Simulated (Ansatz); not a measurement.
Process, species as SMILES: [CH]=C=O → [CH-]=C=O (an electron is taken up)
B3LYP-D3(BJ)/def2-TZVP geometries, fixed; electronic energies without zero-point terms; positive where energy is released.

Basis-set convergence of the adiabatic electron affinity at B3LYP with Ansatz (a quantum-chemistry and plane-wave program). Cartesian d functions, on some or all atoms, in 6-31G*, 6-31+G*; all else is spherical. The program fits the integrals of some runs and decomposes those of others, by size. Open shells are unrestricted. No added dispersion term, no relativity. Functions are those of the species that has most. Reference: the value in aug-pcseg-3, 2.275 eV, itself unsure by roughly 0.016 eV (its mean distance from aug-cc-pVQZ, def2-QZVPPD). Deviations are taken from unrounded values.

| basis | functions | adiabatic electron affinity (eV) |
|---|---|---|
| 6-31G* | 47 | 1.461 |
| 6-31+G* | 59 | 2.273 |
| cc-pVDZ | 47 | 1.610 |
| aug-cc-pVDZ | 78 | 2.268 |
| def2-SVP | 47 | 1.714 |
| def2-SVPD | 71 | 2.209 |
| pcseg-1 | 47 | 2.026 |
| aug-pcseg-1 | 78 | 2.314 |
| 6-311G** | 60 | 1.860 |
| 6-311+G** | 72 | 2.306 |
| def2-TZVP | 99 | 2.138 |
| def2-TZVPD | 123 | 2.220 |
| cc-pVTZ | 104 | 2.019 |
| aug-cc-pVTZ | 161 | 2.277 |
| pcseg-2 | 104 | 2.225 |
| aug-pcseg-2 | 161 | 2.282 |
| def2-TZVPP | 107 | 2.138 |
| def2-TZVPPD | 131 | 2.218 |
| cc-pVQZ | 195 | 2.152 |
| aug-cc-pVQZ | 286 | 2.274 |
| def2-QZVPP | 201 | 2.224 |
| def2-QZVPPD | 225 | 2.244 |
| pcseg-3 | 213 | 2.266 |
| aug-pcseg-3 | 304 | 2.275 |

What the diffuse functions change, pair by pair:
- 6-31G* to 6-31+G*: 12 more functions, deviation -0.813 to -0.002 eV
- cc-pVDZ to aug-cc-pVDZ: 31 more functions, deviation -0.665 to -0.007 eV
- def2-SVP to def2-SVPD: 24 more functions, deviation -0.560 to -0.066 eV
- pcseg-1 to aug-pcseg-1: 31 more functions, deviation -0.249 to 0.039 eV
- 6-311G** to 6-311+G**: 12 more functions, deviation -0.415 to 0.032 eV
- def2-TZVP to def2-TZVPD: 24 more functions, deviation -0.137 to -0.055 eV
- cc-pVTZ to aug-cc-pVTZ: 57 more functions, deviation -0.256 to 0.003 eV
- pcseg-2 to aug-pcseg-2: 57 more functions, deviation -0.050 to 0.007 eV
- def2-TZVPP to def2-TZVPPD: 24 more functions, deviation -0.136 to -0.056 eV
- cc-pVQZ to aug-cc-pVQZ: 91 more functions, deviation -0.123 to -0.001 eV
- def2-QZVPP to def2-QZVPPD: 24 more functions, deviation -0.051 to -0.030 eV
- pcseg-3 to aug-pcseg-3: 91 more functions, deviation -0.009 to 0.000 eV

Leaving out the reference's own pair, they bring the value nearer the reference by more than 0.016 eV in 11 of 11 pairs.
